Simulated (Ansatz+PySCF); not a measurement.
## singlet P₂: levels of theory in one basis

```yaml
atoms:
  - { symbol: P, position_ang: [0.0000, 0.0000, -0.9455] }
  - { symbol: P, position_ang: [0.0000, 0.0000, 0.9455] }
```

Basis set: def2-SVP (spherical functions). Frozen core: 10 orbitals. Charge 0, multiplicity 1.

Computed with Ansatz (development build ahead of 0.2.0); each method stands on the lowest determinant of its kind that the runs found. NEVPT2 correlates all electrons. Active spaces start from the frontier orbitals, and the lowest solution found is given.

| method | E − E(RHF) (eV) | <S²> of the determinant |
| --- | --- | --- |
| RHF | 0.00 | 0.00 |
| UHF | -0.22 | 0.71 |
| RHF-MP2 | -6.10 | – |
| UHF-MP2 | -5.22 | 0.71 |
| RHF-CCSD | -6.58 | – |
| UHF-CCSD | -6.55 | 0.71 |
| RHF-CCSD(T) | -6.97 | – |
| UHF-CCSD(T) | -6.91 | 0.71 |
| RHF-CCSDT(Q) | -7.03 | – |
| UHF-CCSDT(Q) | -7.03 | 0.71 |
| CASSCF(10,8) | -2.56 | – |
| SC-NEVPT2(2,2) | -6.59 | – |
| SC-NEVPT2(10,8) | -6.54 | – |

Problem. What does CASSCF(2,2) give on the same scale?

Solution. -0.59 eV.

Problem. Is a single determinant a sound starting point here?

Solution. Only with care. Unrestricted orbitals gain 0.22 eV and <S²> is 0.71 against 0.00 for a pure state, so spin symmetry breaks but gains little energy; restricted orbitals can still serve. The CASSCF(10,8) natural occupations are 1.99, 1.99, 1.97, 1.91, 1.91, 0.09, 0.09, 0.03. The CASSCF(2,2) natural occupations are 1.90, 0.10.

Caution for UHF, UHF-MP2, UHF-CCSD, UHF-CCSD(T), UHF-CCSDT(Q): the unrestricted determinant is spin contaminated; the determinant breaks the point group. Caution for UHF-MP2, UHF-CCSD(T): another reference gives a lower total.
